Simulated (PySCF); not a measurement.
Phthalazine radical anion, `c1ccc2cnncc2c1` [SMILES of the parent framework; charge -1 and doublet state] (charge -1 and doublet state). Method used: PySCF, PBE0-D3(BJ)/def2-SVP geometry optimisation, gas phase.

```
atom  x, y, z in Å
C1    -1.9808    0.8736    0.0217
C2    -2.1041   -0.5072   -0.0286
C3    -0.9541   -1.3274   -0.0528
C4     0.3346   -0.7483   -0.0266
C5     1.5611   -1.4625   -0.0472
N6     2.7825   -0.9057   -0.0231
N7     2.8991    0.4005    0.0241
C8     1.7955    1.1648    0.0476
C9     0.4619    0.6797    0.0252
C10   -0.7042    1.4779    0.0491
H11   -2.8778    1.5018    0.0399
H12   -3.0980   -0.9670   -0.0500
H13   -1.0480   -2.4173   -0.0922
H14    1.5462   -2.5592   -0.0863
H15    1.9752    2.2469    0.0873
H16   -0.6042    2.5672    0.0890
```

Problem. Where is the centre of mass (commonest isotopes), and what is the radius of gyration?

Solution. Mass 130.053 u; centre at (0.433, -0.038, -0.001) Å; Rg = √(Σ m r²/M) = 2.096 Å. As Ia + Ib + Ic = 2 Σ m r², the three principal moments sum to 1142.9 u·Å².

Problem. Which two atoms are farthest apart?

Solution. N7···H12 and N6···H11, 6.151 Å.

Problem. Work out the bond lengths C1–C2, C2–C3, C3–H13, C4–C5, C5–H14, N6–N7, C9–C10, C10–H16 in bohr.

Solution. For C1–C2 the difference vector is (-0.1233, -1.3808, -0.0503) Å, of length 1.3872 Å. 1 bohr = 0.529177 Å. C1–C2 2.621; C2–C3 2.670; C3–H13 2.069; C4–C5 2.682; C5–H14 2.074; N6–N7 2.480; C9–C10 2.671; C10–H16 2.069 bohr.

Problem. How far apart are these pairs, which share no bond: C1···H16, C2···N7, C2···C10, C3···H12, C4···H11, C8···H14, H13···H14?

Solution. C1···H16 2.184 Å (2 bonds apart); C2···N7 5.085 Å (5 bonds apart); C2···C10 2.430 Å (2 bonds apart); C3···H12 2.174 Å (2 bonds apart); C4···H11 3.923 Å (4 bonds apart); C8···H14 3.735 Å (4 bonds apart); H13···H14 2.598 Å (4 bonds apart).

Problem. Give the dihedral angles N6–N7–C8–C9, H12–C2–C3–H13, C3–C4–C9–C10, H13–C3–C4–C5, H11–C1–C10–H16, C1–C2–C3–H13.

Solution. N6–N7–C8–C9 0° (synperiplanar); H12–C2–C3–H13 0° (synperiplanar); C3–C4–C9–C10 0° (synperiplanar); H13–C3–C4–C5 0° (synperiplanar); H11–C1–C10–H16 0° (synperiplanar); C1–C2–C3–H13 180° (antiperiplanar). Dihedral signs follow IUPAC: positive where, seen along the central bond, the front bond turns clockwise onto the rear one.

Problem. How far are the heavy atoms from their best plane (unweighted least squares)?

Solution. 0.000 Å rms; none is more than 0.001 Å off.

Problem. What are the angles C4–C3–H13, C3–C4–C5, N6–C5–H14, C5–N6–N7, N7–C8–C9?

Solution. From the scalar product of the two bond vectors; for C4–C3–H13 it is -0.7532 Å² over 1.4131 × 1.0946 Å², cos θ = -0.4869. C4–C3–H13 119.1°; C3–C4–C5 125.6°; N6–C5–H14 115.3°; C5–N6–N7 119.6°; N7–C8–C9 125.3°.

Problem. What is the repulsion energy of the bare nuclei, Σ ZA·ZB/RAB?

Solution. 461.15 Eh over 120 pairs, with full nuclear charges and distances in bohr; the largest single term is 19.76 Eh (N6 with N7).

Problem. Write the matrix of distances between heavy atoms (Å, lower triangle).

Solution. 
```
C1    0.000
C2    1.387  0.000
C3    2.430  1.413  0.000
C4    2.827  2.451  1.413  0.000
C5    4.243  3.788  2.519  1.419  0.000
N6    5.085  4.903  3.760  2.453  1.343  0.000
N7    4.903  5.085  4.224  2.811  2.295  1.312  0.000
C8    3.788  4.244  3.712  2.408  2.639  2.295  1.343  0.000
C9    2.450  2.828  2.458  1.435  2.409  2.811  2.453  1.419  0.000
C10   1.413  2.430  2.818  2.458  3.713  4.224  3.761  2.519  1.413  0.000
```

PBE0-D3(BJ)/def2-SVP frequencies: not computed here. ⟨S²⟩ = 0.764 (exact for a doublet: 0.75). Whether the extra electron is bound in the gas phase wasn't checked; a finite basis holds it in any case. The geometry's basis has no diffuse functions, a weakness for an anion.

On x86-64 server, one thread, on a shared host, this took 82 s of wall time. This is the geometry optimisation.
